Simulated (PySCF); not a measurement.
FH3Si: core ionisation energies

Species: monofluorosilane, FH3Si.
Atom-mapped SMILES: `[F:1][SiH3:2]`

Theory: delta-SCF UKS SCAN, pcX-2 on the ionised atom, pcseg-1 elsewhere, spin-free X2C (PySCF 2.14.0). Binding energies are ΔSCF values: E(core-ionised, relaxed orbitals) − E(ground state) at a fixed geometry, referred to the vacuum level.

**Question.** List the computed XPS lines with their assignment.

**Answer.** 
| atom(s) | environment | level | binding energy (eV) | 2p1/2 (eV) | count |
| --- | --- | --- | --- | --- | --- |
| Si2 | fluorine-bound silicon | Si 1s | 1848.39 | – | 1 |
| F1 | silicon-bound fluorine | F 1s | 692.60 | – | 1 |
| Si2 | fluorine-bound silicon | Si 2p3/2 | 108.50 | 109.12 | 1 |

**Question.** Give the binding energy of F 1s of F1 in hartree and in kJ/mol.

**Answer.** 692.60 eV = 25.4526 Eh = 66826 kJ/mol.

**Question.** Which photon wavelength matches the F 1s of F1 threshold?

**Answer.** λ = hc/E = 12398.42 eV Å / 692.60 eV = 17.901 Å.

Spin–orbit coupling isn't in the SCF: each 2p doublet comes from a relaxed spin-free hole plus a matrix of the shell (mean-field spin–orbit coupling and the ground-state 2p splitting), with 2p3/2 averaged over its two sublevels. 2p1/2 minus 2p3/2 (ligand field included): Si 0.63 eV. Isolated species at its PBE0-D3(BJ)/def2-SVP geometry, gas phase.

Time: 3.7 s. Hardware: one thread, x86-64 server, no GPU, on a shared host.
